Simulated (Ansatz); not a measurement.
**Structure relaxation of P**

All numbers below come from Ansatz, DFT r2SCAN, scalar-relativistic, plane waves, PAW. Cutoff 500 eV, Γ-centred k mesh, Gaussian smearing, no spin polarisation in the final step.

The start puts P on the graphite structure type (P6_3/mmc, No. 194), at a guessed volume.

```yaml
crystal:
  lattice:
    - [3.69138, 0.00000, 0.00000]
    - [-1.84569, 3.19683, 0.00000]
    - [0.00000, 0.00000, 10.05376]
  atoms:
    - { symbol: P, position: [0.00000, 0.00000, 0.25000] }
    - { symbol: P, position: [0.00000, 0.00000, 0.75000] }
    - { symbol: P, position: [0.33333, 0.66667, 0.75000] }
    - { symbol: P, position: [0.66667, 0.33333, 0.25000] }
```

Cell and atoms relax at zero pressure; the relaxation can't lower the symmetry of the start.

Energies count from the standard state of P at the same level.

(1) Which crystal results?

(2) What are its volume, energy, density and gap?

## Answers

(1) It keeps P6_3/mmc (No. 194), but not the shape of the type it started on. Conventional cell: a = 3.965 Å, c = 4.918 Å. P on Wyckoff site b (2 atoms of the primitive cell) has 3 P at 2.29 Å and 2 P at 2.46 Å; P on Wyckoff site d (2 atoms of the primitive cell) has 3 P at 2.29 Å.

```
P
1.0
     3.96541    0.00000    0.00000
    -1.98270    3.43414    0.00000
     0.00000    0.00000    4.91798
P
4
Direct
  0.00000 0.00000 0.25000
  0.00000 0.00000 0.75000
  0.33333 0.66667 0.75000
  0.66667 0.33333 0.25000
```

(2) The volume per atom is 16.74 Å³. The density is 3.07 g/cm³. The energy over the standard structure is 0.59 eV/atom and the gap on the 15×15×10 mesh is 0 eV (a metal).

The final run used a 15×15×10 mesh on its 4-atom cell and 0.10 eV smearing. The k mesh leaves about 4 meV/atom of noise in metals. A structure relaxed within its symmetry needn't be a true minimum. The steps took about 10 core-minutes in all.